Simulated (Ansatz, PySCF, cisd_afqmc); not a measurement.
System: BF$_{2}$, charge 0, doublet. BF2 (SMILES [B](F)F, doublet).
B3LYP-D3(BJ)/def2-TZVP minimum from Ansatz (a program for electronic structure):
```xyz
3

B     -0.0027     0.5023    -0.0114
F      1.1429    -0.1332     0.0106
F     -1.1414    -0.1458    -0.0043
```
Charge 0, spin multiplicity 2.

Atomisation energy term by term, kcal/mol (programs: Ansatz, cisd_afqmc). Open shells are spin-unrestricted; no spin-orbit coupling. Correlated methods leave the cores frozen. Rows without X2C or -DK are non-relativistic. The Monte Carlo rows (phaseless AFQMC, CISD trial, step 0.005/hartree) carry one-sigma bars that omit the constraint's bias. Outlying blocks are dropped, and bars are widened where a walk drifts. Over all cases where full CI ran beside it in this data, AFQMC minus full CI had a median of +0.1 mEh and passed +0.4 mEh in a tenth of the cases. CBS(X,Y): correlation extrapolated as X^-3, Hartree-Fock from the larger set (Q,5: extrapolated as (X+1)exp(-9√X)). A bracket is a step between two methods taken in the basis named. '+ core + X2C': CCSD(T) terms for core correlation (cc-pwCVTZ) and scalar relativity (cc-pVTZ-DK). Where a partner has so few electrons that a lower coupled-cluster level is exact, that level stands in.

```
term                                                          basis  kcal/mol
-----------------------  ------------------------------------------  --------
Hartree-Fock                                   CBS(cc-pVQZ,cc-pV5Z)    229.36
CCSD correlation                               CBS(cc-pVQZ,cc-pV5Z)     59.73
(T)                                            CBS(cc-pVQZ,cc-pV5Z)      6.23
CCSDT(Q) - CCSD(T)                                          cc-pVDZ      0.44
core correlation                                          cc-pwCVTZ      1.23
scalar relativity                                   X2C, cc-pVTZ-DK     -0.43
minus zero-point energy  Hessian by PySCF at B3LYP-D3(BJ)/def2-TZVP     -4.43
sum: D0                                                                 292.1
```

The step beyond CCSD(T) by other levels: AFQMC/CISD in cc-pVDZ 0.65 ± 0.26 kcal/mol.
